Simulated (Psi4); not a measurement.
**[S4]2− ([S4]2-): a chain of runs**

Aim: a geometry optimisation (B3LYP/6-31+G*), then vibrational wavenumbers, then the vertical excitations (TD-B3LYP/6-31+G*) of [S4]2− ([S4]2-). 

The results are computed with Psi4 1.11.

### 1 The structure to begin with

[S4]2− has 4 atoms, charge -2, and is taken as a singlet. The coordinates come from a GFN2-xTB relaxation. The run starts from this shape.

Bond lengths: S1–S2 1.994 Å, S2–S3 2.110 Å, S3–S4 1.994 Å. Angles: S1–S2–S3 112.2°, S2–S3–S4 112.2°.

### 2 A structure relaxation at B3LYP/6-31+G(d) (density fitting, Cartesian functions) (run 1)

input.in

```
memory 1600 MB

molecule m {
  -2 1
  S     -1.447470     0.791440     1.641580
  S      0.409070     0.724090     0.917360
  S      0.447450     0.225710    -1.132780
  S      0.590950    -1.741240    -1.426160
}

set {
  basis        6-31+G*
  geom_maxiter 60
}

opt("b3lyp")
print_variables()
```

Launch:

```
psi4 -n 1 input.in input.out
```

input.out:

```text
[...]
  Running in c1 symmetry.
[...]
  Nuclear repulsion =  309.919131383690114
[...]
  Multiplicity = 1
[...]
  Nalpha       = 33
  Nbeta        = 33
[...]
    Number of basis functions: 92
[...]
   @DF-RKS iter   1: -1592.50711519656920    4.52017e-02   6.04213e-03 ADIIS/DIIS
[...]
   @DF-RKS iter   6: -1592.77252912125164   -2.22826e-11   8.35998e-09 DIIS
[...]
  @DF-RKS Final Energy: -1592.77252912125164
   => Energetics <=
    Nuclear Repulsion Energy =            291.9026114215740790
    One-Electron Energy =               -2804.5416002474530615
    Two-Electron Energy =                1002.9207482429152378
    DFT Exchange-Correlation Energy =     -83.0542885382876364
    Empirical Dispersion Energy =           0.0000000000000000
    VV10 Nonlocal Energy =                  0.0000000000000000
    Total Energy =                      -1592.7725291212516368
[...]
 Multipole Moments:
 ------------------------------------------------------------------------------------
     Multipole            Electronic (a.u.)      Nuclear  (a.u.)        Total (a.u.)
 ------------------------------------------------------------------------------------
 L = 1.  Multiply by 2.5417464519 to convert [e a0] to [Debye]
 Dipole X            :          0.7803414            0.0000000            0.7803414
 Dipole Y            :          0.8654291            0.0000000            0.8654291
 Dipole Z            :         -0.1959782           -0.0000000           -0.1959782
 Magnitude           :                                                    1.1816546
[...]
  -Total Gradient:
     Atom            X                  Y                   Z
    ------   -----------------  -----------------  -----------------
       1       -0.000009985774     0.000007956152    -0.000007530674
       2        0.000000705643     0.000006427596    -0.000006979498
       3        0.000007674234     0.000003050537     0.000004826917
       4        0.000010647064    -0.000007406760     0.000007412114
[...]
```

The script printed:

```text
Optimizer: Optimization complete!
```

Wall time 32 s (1 thread of Intel Xeon 6975P-C (Granite Rapids), shared host); peak memory 0.5 GiB.

The path in brief:

| step | energy from the first frame kept (eV) | largest force (eV/Å) |
| --- | --- | --- |
| 0 | 0.0000 | 2.3331 |
| 1 | -0.2672 | 0.9911 |
| 2 | -0.2358 | 0.2949 |
| 3 | -0.3045 | 0.1963 |
| 4 | -0.3338 | 0.0828 |
| 5 | -0.3346 | 0.0717 |
| 6 | -0.3349 | 0.0432 |
| 7 | -0.3350 | 0.0193 |
| 8 | -0.3350 | 0.0026 |
| 9 | -0.3350 | 0.0008 |

After the run. Bond lengths: S1–S2 2.127 Å, S2–S3 2.158 Å, S3–S4 2.127 Å. Angles: S1–S2–S3 116.5°, S2–S3–S4 116.5°.

### 3 The harmonic vibrations at B3LYP/6-31+G(d) (density fitting, Cartesian functions) (run 2)

run.py

```python
import psi4

psi4.set_memory('1600 MB')
psi4.set_num_threads(1)
psi4.core.set_output_file('s4.out', False)

mol = psi4.geometry("""
-2 1
S     -1.542439     0.925903     1.808920
S      0.389458     0.735956     0.938842
S      0.456474     0.202215    -1.151293
S      0.696507    -1.864074    -1.596468
""")

psi4.set_options(dict(t=298.15, rotational_symmetry_number=2))

e, wfn = psi4.frequency('b3lyp/6-31+G*', return_wfn=True)
print(f'total energy {e:.8f} hartree = {e * 27.211386:.5f} eV')
print('wavenumbers / cm^-1:', wfn.frequencies().np.round(1))
for k in ('ZPVE', 'ENTHALPY', 'GIBBS FREE ENERGY'):
    print(f'{k}: {psi4.variable(k):.8f} Eh')
```

Launch:

```
python run.py
```

s4.out:

```text
[...]
  Running in c1 symmetry.
[...]
  Nuclear repulsion =  291.902627524535092
[...]
  Multiplicity = 1
[...]
  Nalpha       = 33
  Nbeta        = 33
[...]
    Number of basis functions: 92
[...]
   @DF-RKS iter   1: -1592.53143462848539   -2.76541e-01   5.91411e-03 ADIIS/DIIS
[...]
   @DF-RKS iter  13: -1592.77252914366863   -4.77485e-12   5.96951e-09 DIIS
[...]
  @DF-RKS Final Energy: -1592.77252914366863
   => Energetics <=
    Nuclear Repulsion Energy =            291.9069265169370055
    One-Electron Energy =               -2804.5498680801729279
    Two-Electron Energy =                1002.9247307884890006
    DFT Exchange-Correlation Energy =     -83.0543183689214857
    Empirical Dispersion Energy =           0.0000000000000000
    VV10 Nonlocal Energy =                  0.0000000000000000
    Total Energy =                      -1592.7725291436686348
[...]
  -Total Gradient:
     Atom            X                  Y                   Z
    ------   -----------------  -----------------  -----------------
       1       -0.000002196547     0.000007922492    -0.000012360365
       2       -0.000005837836     0.000010380150    -0.000042407151
       3        0.000003451182     0.000013014973     0.000062902892
       4        0.000013653803    -0.000021368509    -0.000010254235
[...]
  ==> Harmonic Vibrational Analysis <==
[...]
  Freq [cm^-1]                 84.7144             150.3073            198.1170
[...]
  IR activ [km/mol]             2.7635              0.0119              5.8858
[...]
  Freq [cm^-1]                 340.5826            422.5146            434.4426
[...]
  IR activ [km/mol]            14.6628             184.8686            11.7027
[...]
  Total E_0, Enthalpy at 0 [K]                                                        -1592.76881416 [Eh]
[...]
  Total H, Enthalpy at  298.15 [K]                                                    -1592.76212939 [Eh]
[...]
  Total G, Gibbs energy at  298.15 [K]                                                -1592.79954432 [Eh]
[...]
```

Standard output:

```text
Warning: used thermodynamics relations inappropriate for low-frequency modes: ['84.7144' '150.3073' '198.1170' '340.5826' '422.5146' '434.4426']
total energy -1592.77252912 hartree = -43341.54810 eV
wavenumbers / cm^-1: [ 84.7 150.3 198.1 340.6 422.5 434.4]
ZPVE: 0.00371496 Eh
ENTHALPY: -1592.76212939 Eh
GIBBS FREE ENERGY: -1592.79954432 Eh
```

It took 74 s on 1 thread of Intel Xeon 6975P-C (Granite Rapids), shared host; peak memory 0.48 GiB.

### 4 The vertical excitations at TD-B3LYP/6-31+G(d) (density fitting, Cartesian functions, save jk yes) (run 3)

job.py

```python
import psi4

psi4.set_memory('1600 MB')
psi4.set_num_threads(1)
psi4.core.set_output_file('psi4.out', False)

molecule = psi4.geometry("""
-2 1
S     -2.91478727     1.74970309     3.41836338
S      0.73596896     1.39075528     1.77415425
S      0.86261084     0.38213097    -2.17562846
S      1.31620747    -3.52258934    -3.01688729
units bohr
""")

psi4.set_options({
    'basis': '6-31+G*',
    'save_jk': True,
})

from psi4.driver.procrouting.response.scf_response import tdscf_excitations
result, w = psi4.energy("b3lyp", return_wfn=True)
states = tdscf_excitations(w, states=6, tda=False)
for k, s in enumerate(states, 1):
    print(f"root {k}: {s['EXCITATION ENERGY'] * 27.211386:.4f} eV  f = {s['OSCILLATOR STRENGTH (LEN)']:.4f}  {s['SYMMETRY']}")
print(f'b3lyp energy: {result:.10f} Eh')
for k, v in sorted(psi4.core.scalar_variables().items()):
    print(f'{k:45s} {v:18.10f}')
```

Launch:

```
python job.py
```

psi4.out:

```text
[...]
  Running in c1 symmetry.
[...]
  Nuclear repulsion =  291.902627622432135
[...]
  Multiplicity = 1
[...]
  Nalpha       = 33
  Nbeta        = 33
[...]
    Number of basis functions: 92
[...]
   @DF-RKS iter   1: -1592.53143462680350   -2.76541e-01   5.91411e-03 ADIIS/DIIS
[...]
   @DF-RKS iter   9: -1592.77252912059430   -9.33233e-09   1.47214e-07 DIIS
[...]
  @DF-RKS Final Energy: -1592.77252912059430
   => Energetics <=
    Nuclear Repulsion Energy =            291.9026276224321350
    One-Electron Energy =               -2804.5416792692221861
    Two-Electron Energy =                1002.9208136014996171
    DFT Exchange-Correlation Energy =     -83.0542910753037233
    Empirical Dispersion Energy =           0.0000000000000000
    VV10 Nonlocal Energy =                  0.0000000000000000
    Total Energy =                      -1592.7725291205942995
[...]
 Multipole Moments:
 ------------------------------------------------------------------------------------
     Multipole            Electronic (a.u.)      Nuclear  (a.u.)        Total (a.u.)
 ------------------------------------------------------------------------------------
 L = 1.  Multiply by 2.5417464519 to convert [e a0] to [Debye]
 Dipole X            :          0.7803568            0.0000000            0.7803568
 Dipole Y            :          0.8654463            0.0000000            0.8654463
 Dipole Z            :         -0.1959825            0.0000000           -0.1959825
 Magnitude           :                                                    1.1816781
[...]
**********                               WARNING                                **********
**********       The names of excited state variables changed between 1.5       **********
[...]
**********                               WARNING                                **********
**********  Length-gauge rotatory strengths are **NOT** gauge-origin invariant  **********
[...]
                                    Excitation Energy         Total Energy        Oscillator Strength             Rotatory Strength
[...]
Excited State    1 (1 A):   0.07386 au   616.92 nm f = 0.0075
[...]
Excited State    3 (1 A):   0.09712 au   469.16 nm f = 0.0008
[...]
Excited State    4 (1 A):   0.10128 au   449.88 nm f = 0.0048
[...]
Excited State    5 (1 A):   0.10447 au   436.14 nm f = 0.0981
[...]
Excited State    6 (1 A):   0.11068 au   411.67 nm f = 0.0056
[...]
**********                               WARNING                                **********
**********       The names of excited state variables changed between 1.5       **********
[...]
```

The script printed:

```text
root 1: 2.0097 eV  f = 0.0075  A
root 2: 2.1344 eV  f = 0.0169  A
root 3: 2.6427 eV  f = 0.0008  A
root 4: 2.7560 eV  f = 0.0048  A
root 5: 2.8428 eV  f = 0.0981  A
root 6: 3.0118 eV  f = 0.0056  A
b3lyp energy: -1592.7725291206 Eh
CURRENT ENERGY                                  -1592.7725291206
CURRENT REFERENCE ENERGY                        -1592.7725291206
DD SOLVATION ENERGY                                 0.0000000000
DFT FUNCTIONAL TOTAL ENERGY                     -1592.7725291206
DFT TOTAL ENERGY                                -1592.7725291206
DFT VV10 ENERGY                                     0.0000000000
DFT XC ENERGY                                     -83.0542910753
GRID ELECTRONS ALPHA                               33.0000017563
GRID ELECTRONS BETA                                33.0000017563
GRID ELECTRONS TOTAL                               66.0000035125
NUCLEAR REPULSION ENERGY                          291.9026276224
ONE-ELECTRON ENERGY                             -2804.5416792692
PCM POLARIZATION ENERGY                             0.0000000000
PE ENERGY                                           0.0000000000
SCF ITERATION ENERGY                            -1592.7725291206
SCF ITERATIONS                                      9.0000000000
SCF TOTAL ENERGY                                -1592.7725291206
TWO-ELECTRON ENERGY                              1002.9208136015
XC GRID RADIAL POINTS                              75.0000000000
XC GRID SPHERICAL POINTS                          302.0000000000
XC GRID TOTAL POINTS                            87119.0000000000
```

Run time: 17 s. Hardware: 1 thread of Intel Xeon 6975P-C (Granite Rapids), shared host; peak memory 0.44 GiB.

The roots found:

| excited state | energy (eV) | strength | label |
| --- | --- | --- | --- |
| 1 | 2.010 | 0.0075 | A 1 |
| 2 | 2.134 | 0.0169 | A 1 |
| 3 | 2.643 | 0.0008 | A 1 |
| 4 | 2.756 | 0.0048 | A 1 |
| 5 | 2.843 | 0.0981 | A 1 |
| 6 | 3.012 | 0.0056 | A 1 |

### 5 Summary of results

| quantity | value |
| --- | --- |
| run 1, B3LYP/6-31+G*: total energy at the end | -1592.77253 Eh |
| run 1, B3LYP/6-31+G*: HOMO energy | 3.21 eV |
| run 1, B3LYP/6-31+G*: LUMO energy | 6.12 eV |
| run 1, B3LYP/6-31+G*: HOMO–LUMO gap (to an unbound level, set by the basis) | 2.92 eV |
| run 2, B3LYP/6-31+G*: lowest harmonic wavenumber | 85 cm⁻¹ |
| run 2, B3LYP/6-31+G*: highest harmonic wavenumber | 434 cm⁻¹ |
| run 2, B3LYP/6-31+G*: zero-point energy | 9.8 kJ/mol |
| run 2, B3LYP/6-31+G*: ideal-gas entropy at 298.15 K (symmetry number 2 as used) | 78.7 cal/(mol K) |
| run 3, TD-B3LYP/6-31+G*: ground-state or mean-field energy | -1592.77253 Eh |
| run 3, TD-B3LYP/6-31+G*: HOMO energy (B3LYP Kohn–Sham orbitals) | 3.21 eV |
| run 3, TD-B3LYP/6-31+G*: LUMO energy (B3LYP Kohn–Sham orbitals) | 6.12 eV |
| run 3, TD-B3LYP/6-31+G*: HOMO–LUMO gap (to an unbound level, set by the basis) | 2.92 eV |
| run 3, TD-B3LYP/6-31+G*: lowest excitation energy | 2.01 eV |

What this shows: The optimisation (run 1, B3LYP/6-31+G*) took 10 steps and changed the energy by -0.335 eV. The HOMO (run 1, B3LYP/6-31+G*) lies at positive energy, 3.21 eV; only total energies tell whether the electron is bound. All 6 modes (run 2, B3LYP/6-31+G*) are real, so the shape is a minimum at this level. The brightest of the 6 transitions from the ground state lies at 2.84 eV (436 nm, f = 0.098); the lowest, at 2.01 eV, has f = 0.007. The HOMO (run 3, TD-B3LYP/6-31+G*) lies at positive energy, 3.21 eV: the electron is unbound at this level or held by a compact basis; values depend on the basis.
